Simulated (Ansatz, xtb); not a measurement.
## Two isomers of C3H4O3

Structure I: `O=CCOC=O`, a singlet. Structure II: `O=C(O)[C@@H]1CO1`, a singlet. Both are isolated molecules in the gas phase, relaxed with PBE-D3(BJ)/def2-SVP; the shapes shown needn't be the lowest conformers.

I (Å):

```xyz
10

C    -0.1270   -2.0586   -1.9141
C     0.6702   -0.7942   -1.6386
C     0.6301    0.1842    0.5265
O    -0.0072   -2.7145   -2.9247
O     0.0000    0.0160   -0.6639
O     1.7052   -0.2729    0.8345
H    -0.8349   -2.3453   -1.0759
H     1.6767   -1.0800   -1.2556
H     0.7927   -0.2115   -2.5736
H    -0.0177    0.8241    1.1757
```

II (Å):

```xyz
10

C    -1.7581    0.6545   -1.1600
C    -1.2557   -0.2978   -0.1052
C    -0.6436    0.2795    1.1161
O    -1.2495    1.7212   -1.4379
O    -2.8784    0.1714   -1.7520
O     0.1554   -0.2909    0.0944
H    -3.1522    0.8567   -2.4005
H    -1.7552   -1.2831   -0.0608
H    -0.5899    1.3809    1.2045
H    -0.7144   -0.2905    2.0626
```

Problem. Which of the two would you expect CCSD(T)/def2-SVP + ΔMP2/def2-TZVPP electronic energies to favour?

Solution. Structure I; the calculation gives E(II) − E(I) = +31.2 kJ/mol.

The same difference at several levels:

```json
{"level": "GFN2-xTB", "geometry": "GFN2-xTB", "E(II) − E(I) (kJ/mol)": "−20.3", "departure from the last row (kJ/mol)": "−51.4", "job, with rough time for the two": "optimisation, 0.28 s"}
{"level": "HF/STO-3G", "geometry": "GFN2-xTB", "E(II) − E(I) (kJ/mol)": "+9.1", "departure from the last row (kJ/mol)": "−22.1", "job, with rough time for the two": "single point, 0.5 s"}
{"level": "r2SCAN-D4/def2-SVP", "geometry": "GFN2-xTB", "E(II) − E(I) (kJ/mol)": "+28.4", "departure from the last row (kJ/mol)": "−2.7", "job, with rough time for the two": "single point, 3.2 s"}
{"level": "PBE-D3(BJ)/def2-SVP", "geometry": "PBE-D3(BJ)/def2-SVP", "E(II) − E(I) (kJ/mol)": "+28.4", "departure from the last row (kJ/mol)": "−2.8", "job, with rough time for the two": "optimisation, 51 s"}
{"level": "HF/def2-SVP", "geometry": "PBE-D3(BJ)/def2-SVP", "E(II) − E(I) (kJ/mol)": "+55.5", "departure from the last row (kJ/mol)": "+24.4", "job, with rough time for the two": "part of the CCSD(T) run"}
{"level": "MP2/def2-SVP", "geometry": "PBE-D3(BJ)/def2-SVP", "E(II) − E(I) (kJ/mol)": "+35.4", "departure from the last row (kJ/mol)": "+4.2", "job, with rough time for the two": "part of the CCSD(T) run"}
{"level": "CCSD(T)/def2-SVP", "geometry": "PBE-D3(BJ)/def2-SVP", "E(II) − E(I) (kJ/mol)": "+45.0", "departure from the last row (kJ/mol)": "+13.8", "job, with rough time for the two": "single point"}
{"level": "CCSD(T)/def2-SVP + ΔMP2/def2-TZVPP", "geometry": "PBE-D3(BJ)/def2-SVP", "E(II) − E(I) (kJ/mol)": "+31.2", "departure from the last row (kJ/mol)": "", "job, with rough time for the two": "single point, 41 s"}
```

As drawn, II has 1 C–O, 1 C–C, 1 O–H in place of 1 C=O, 1 C–H. Structure I has no ring, II a 3-membered ring.

GFN2-xTB puts the two in the other order. The largest departure from CCSD(T)/def2-SVP + ΔMP2/def2-TZVPP is that of GFN2-xTB, 51.4 kJ/mol. The last row adds to CCSD(T) the change of the MP2 difference between the two basis sets, here −13.8 kJ/mol, a large step that makes the value less sure.

With harmonic frequencies from PBE-D3(BJ)/def2-SVP (ideal gas, rigid rotor, one conformer each, 298.15 K, 1 atm): on the last row, ΔE + ΔZPE = +36.4 kJ/mol. A mode under 50 cm⁻¹ makes harmonic enthalpies and free energies unreliable, so none is given.

The correlated steps freeze 6 core orbitals. Programs: Ansatz 0.2.0, xtb 6.7.1; the last row on 2 threads of Intel(R) Xeon(R) Processor @ 2.70GHz on a shared host.
